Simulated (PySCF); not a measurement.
Molecule: `CCN`, C2H7N.

Structure with atom numbers: `[CH3:1][CH2:2][NH2:3]`. Hydrogens are named by the atom that carries them.

Spin–spin couplings on one PBE0-D3(BJ)/def2-SVP geometry, PySCF 2.14.0 with density-fitted response routines, gas phase, non-relativistic, equivalent pairs averaged (spin–dipole term only in couplings to heteroatoms); isotopes $^{13}$C, $^{1}$H, $^{15}$N; basis pcJ-1.

Question: How do the couplings (Hz) change with the functional? Times are CPU seconds on shared hosts with different chips, so compare them loosely.

Answer: 
```
functional  functions  $^{1}J$(C2,H(C2))  $^{1}J$(C1,H(C1))  $^{1}J$(N3,H(N3))  $^{1}J$(C1,C2)  $^{1}J$(C2,N3)  $^{2}J$(H(C1),H(C1))  $^{2}J$(H(C2),H(C2))  core-s
        HF        151              165.9              158.7              -79.6            67.8           -17.3                 -28.4                 -26.1     3.4
       LDA        151              102.0              100.3              -52.4            23.3             0.2                  -8.5                  -7.7     5.1
       PBE        151              123.0              120.4              -57.9            33.3            -1.9                 -12.2                 -10.7     6.9
       KT2        151              128.9              126.1              -60.1            24.7             1.8                 -16.9                 -14.9     6.8
     B3LYP        151              135.3              132.0              -63.7            39.6            -4.5                 -13.7                 -12.1     7.3
      PBE0        151              127.9              124.3              -60.9            37.9            -4.5                 -14.3                 -12.7     5.6
     B97-2        151              122.1              118.9              -59.2            37.4            -4.5                 -12.3                 -11.3     5.5
 BHandHLYP        151              146.3              141.7              -69.5            48.1            -8.6                 -16.9                 -15.1     9.4
 CAM-B3LYP        151              132.9              129.4              -64.0            39.3            -5.5                 -14.0                 -12.6     7.3
```
